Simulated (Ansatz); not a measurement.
# Which is lower?

Two isomers of C3H6, closed shell, relaxed at PBE0-D4/def2-TZVP (vibrations not checked).

A:

```
9
angstrom
C -0.5179 0.0193 -0.6860
C 0.7321 0.4696 0.0039
C -0.1847 -0.5043 0.6764
H -1.3334 0.7262 -0.7738
H -0.4198 -0.6544 -1.5280
H 0.7661 1.4827 0.3849
H 1.6798 0.1020 -0.3691
H 0.1400 -1.5339 0.7603
H -0.7737 -0.1534 1.5145
```

B:

```
9
angstrom
C -0.7315 0.2111 -0.9296
C 0.4771 0.2930 -0.3918
C 0.9505 -0.5003 0.7769
H -1.4819 -0.4671 -0.5344
H -1.0159 0.8167 -1.7822
H 1.1953 0.9883 -0.8227
H 1.8258 -1.1028 0.5140
H 1.2581 0.1553 1.5977
H 0.1719 -1.1703 1.1467
```

Computed with Ansatz 0.2.0 (basis: def2-TZVPP); correlated methods freeze the cores. B3LYP uses VWN-RPA correlation.

Q: Which structure is lower at CCSD(T), and by how much? (Judge from chemistry; the value comes from the calculation.)

A: By the calculation: B, by 30.9 kJ/mol (electronic energy, against the other). By their contacts, A is C₃H₆ (C1CC1) and B is C₃H₆ (C=CC).

All methods give the same order:

| method | E(B) − E(A) (kJ/mol) |
| --- | --- |
| PBE-D4 | -22.5 |
| r2SCAN-D4 | -23.4 |
| PBE0-D4 | -15.9 |
| B3LYP-D4 | -38.0 |
| wB97M-V | -24.5 |
| HF | -40.7 |
| MP2 | -20.2 |
| CCSD | -29.7 |
| CCSD(T) | -30.9 |

T1 diagnostic: at most 0.011.
